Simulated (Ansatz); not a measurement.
Geometry optimisation, RKS PBE0-D4/def2-SVP in Ansatz.

The input (input.yaml):

```yaml
crystal:
  periodic: [false, false, false]
  atoms:
    - { symbol: Al, position_ang: [0.0, 0.0, 0.0] }
    - { symbol: C, position_ang: [0.0, 0.0, 2.32] }
    - { symbol: H, position_ang: [-0.9996, -0.3092, 2.6905] }
    - { symbol: H, position_ang: [0.7676, -0.7111, 2.6905] }
    - { symbol: H, position_ang: [0.232, 1.0203, 2.6905] }
    - { symbol: H, position_ang: [1.351, 0.0, -0.78] }
    - { symbol: H, position_ang: [-1.351, 0.0, -0.78] }
    - { symbol: S, position_ang: [-0.3279, -2.4072, 0.8072] }
    - { symbol: H, position_ang: [-0.8871, -3.1733, -0.2225] }
    - { symbol: H, position_ang: [-0.1781, -1.3077, 2.0282] }
basis:
  gaussian: { orbitals: def2-SVP }
hamiltonian:
  xc: pbe0
  dispersion: d4
relax:
  f_tol: 0.15
  max_steps: 25
  restrain:
    - { distance: [0, 7], at: 3.46, k: 30.0 }
    - { distance: [9, 1], at: 2.31, k: 30.0 }
    - { distance: [0, 1], at: 1.97, k: 30.0 }
    - { distance: [9, 7], at: 1.4, k: 30.0 }
```

Launched with:

```bash
$ ansatz run input.yaml --threads 2 --pin off --max-ram 3072MiB --backend cpu --events-out ev --progress --plain --runs-dir out
```

Question: Where does it end, and by what steps?

Answer: It converged. The restraints hold the end off the free minimum; the threshold counts their pulls, which the force column leaves out. Restrained pairs: Al1–S8 (2.56 → 3.45 Å), C2–H10 (1.35 → 2.32 Å), Al1–C2 (2.32 → 1.97 Å), S8–H10 (1.65 → 1.38 Å). After 11 steps the energy has fallen by 2.694 eV (the restraints' own energy left out); H10 moved furthest, 0.90 Å.

```
step  energy less start (eV)  largest force component (eV/Å)  accepted
   0                  0.0000                           2.188       yes
   1                  0.1280                           2.957       yes
   2                 -0.1096                           5.098       yes
   3                 -1.0240                           3.906       yes
   4                 -2.1042                           1.811       yes
   5                 -2.5664                           1.307       yes
   6                 -2.6287                           0.939       yes
   7                 -2.6681                           0.835       yes
   8                 -2.6659                           1.016        no
   9                 -2.6810                           0.794       yes
  10                 -2.6853                           0.857       yes
  11                 -2.6941                           0.725       yes
```

```xyz
10
Properties=species:S:1:pos:R:3
Al 0.130 0.236 0.129
C -0.002 0.117 2.090
H -0.947 -0.330 2.444
H 0.845 -0.430 2.537
H 0.035 1.131 2.531
H 1.547 0.456 -0.559
H -1.200 0.290 -0.748
S -0.125 -3.137 0.798
H -1.428 -3.052 0.452
H -0.248 -2.167 1.772
```

The run took 23 s on 2 threads of Arm Neoverse V1, on a shared host, peak memory 0.16 GiB.
